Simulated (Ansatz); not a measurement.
One change: `N/C=C(\O)F` becomes `C/C(F)=C/N`.

Ansatz, PBE0-D4/def2-TZVP geometries, multiplicity 1. Each molecule was computed in one conformer, which needn't be the lowest.

| property | `N/C=C(\O)F` |
| --- | --- |
| LUMO energy (ωB97M-V/def2-TZVPP) / eV | 2.22 |
| size of the dipole moment (B3LYP/def2-TZVPP) / D | 1.09 |
| HOMO–LUMO gap (ωB97M-V/def2-TZVPP) / eV | 10.20 |
| size of the dipole moment (PBE/def2-TZVPP) / D | 1.09 |
| LUMO energy (B3LYP/def2-TZVPP) / eV | 0.38 |
| HOMO energy (ωB97M-V/def2-TZVPP) / eV | -7.98 |

Problem. What does the change do to each property? (Estimate.)

Solution. Ansatz gave: 
```json
{"property": "LUMO energy (ωB97M-V/def2-TZVPP) / eV", "`C/C(F)=C/N`": "2.54", "shift": "0.32"}
{"property": "size of the dipole moment (B3LYP/def2-TZVPP) / D", "`C/C(F)=C/N`": "1.75", "shift": "0.66"}
{"property": "HOMO–LUMO gap (ωB97M-V/def2-TZVPP) / eV", "`C/C(F)=C/N`": "10.51", "shift": "0.31"}
{"property": "size of the dipole moment (PBE/def2-TZVPP) / D", "`C/C(F)=C/N`": "1.64", "shift": "0.55"}
{"property": "LUMO energy (B3LYP/def2-TZVPP) / eV", "`C/C(F)=C/N`": "0.73", "shift": "0.35"}
{"property": "HOMO energy (ωB97M-V/def2-TZVPP) / eV", "`C/C(F)=C/N`": "-7.97", "shift": "0.01"}
```

Dipoles are sizes alone; their direction can turn.

B3LYP here is the variant with VWN-RPA as its local correlation; programs differ in this.
